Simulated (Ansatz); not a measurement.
Born–Oppenheimer molecular dynamics of CH₆OSi (9 atoms, charge 0, multiplicity 1). It starts at the highest image of a converged band. Of that band: Neighbouring images differ by up to 3.7 eV, so the band resolves the path poorly. A vibrational analysis at the climbing image gives one clearly imaginary mode, 2097i cm⁻¹: a first-order saddle point.

These are results of Ansatz, RHF/def2-SVP, not measurements.

* ensemble: NVE (velocity Verlet)
* time step: 0.5 fs
* steps asked: 200
* starting velocities drawn for: 300 K
* seed: 9162

First frame:

```xyz
9
Properties=species:S:1:pos:R:3
Si -0.153 0.040 0.152
H 0.630 -0.418 1.491
O 1.591 -0.199 0.699
C 2.491 -1.170 0.230
H 2.090 -2.177 0.358
H 2.686 -1.005 -0.831
H 3.425 -1.088 0.784
H -0.209 1.379 -0.491
H -0.301 -0.925 -0.975
```

How far do the bonds stretch over the last three quarters of this one trajectory? (Pairs bonded in most of those frames.)


| bond | mean (Å) | spread (Å) | shortest | longest |
| --- | --- | --- | --- | --- |
| Si1–H2 | 1.646 | 0.225 | 1.25 | 2.06 |
| Si1–O3 | 1.676 | 0.050 | 1.57 | 1.75 |
| Si1–H8 | 1.524 | 0.085 | 1.35 | 1.67 |
| Si1–H9 | 1.540 | 0.106 | 1.33 | 1.74 |
| O3–C4 | 1.402 | 0.040 | 1.34 | 1.48 |
| C4–H5 | 1.095 | 0.021 | 1.06 | 1.13 |
| C4–H6 | 1.095 | 0.014 | 1.07 | 1.12 |
| C4–H7 | 1.091 | 0.012 | 1.07 | 1.11 |

Pairs bonded in part of these frames only: Si1–H2 68 %.

Mean temperature of the second half: 2376 K. The conserved energy stayed within 1.2 meV per atom of its start (net change -0.15 meV per atom), so the integration is sound. The kinetic energy rose, since the run started high on the potential surface and went downhill. A run of 0.1 ps of so small a system gives no equilibrium averages. The orbitals stay closed-shell, which can raise the energy where a bond breaks towards radicals; this wasn't checked here.

Run time: 3 min on 1 thread of Arm Neoverse V1, on a shared host, peak memory 0.12 GiB.
